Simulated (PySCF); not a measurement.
## Relaxation of triplet C₃

All numbers come from UPBE0 in PySCF with C def2-TZVP; no relativity; density-fitted integrals. A (50,194) grid was used.

A hand-made equilateral triangle start, of D3h symmetry, held to at least that symmetry:

```xyz
3
charge 0 multiplicity 3, angstrom
C     0.4330   -0.7500    0.0000
C    -0.8660    0.0000    0.0000
C     0.4330    0.7500    0.0000
```

At each step, columns x, y, z (Å) and Fx, Fy, Fz (eV/Å):

```
step 0  E − E(last) = 83.10 kJ/mol
C    0.433  -0.750   0.000  -3.087   5.347   0.000
C   -0.866   0.000   0.000   6.173   0.000   0.000
C    0.433   0.750   0.000  -3.086  -5.347   0.000
step 1  E − E(last) = 0.03 kJ/mol
C    0.392  -0.680   0.000   0.073  -0.126   0.000
C   -0.785   0.000   0.000  -0.146   0.000   0.000
C    0.392   0.680   0.000   0.073   0.126   0.000
step 2  E − E(last) = 0.01 kJ/mol
C    0.393  -0.681   0.000  -0.039   0.067   0.000
C   -0.787   0.000   0.000   0.077   0.000   0.000
C    0.393   0.681   0.000  -0.039  -0.067   0.000
step 3  E − E(last) = 0.00 kJ/mol
C    0.393  -0.681   0.000   0.000   0.001   0.000
C   -0.786   0.000   0.000   0.000   0.000   0.000
C    0.393   0.681   0.000   0.000  -0.001   0.000
```

It ends at D3h with C–C 1.361 Å (×3); C–C–C 60.0° (×3). A frequency run shows a minimum. Other isomers or separated fragments may lie lower.

At this level a singlet minimum of D∞h symmetry lies 41 kJ/mol below this structure.
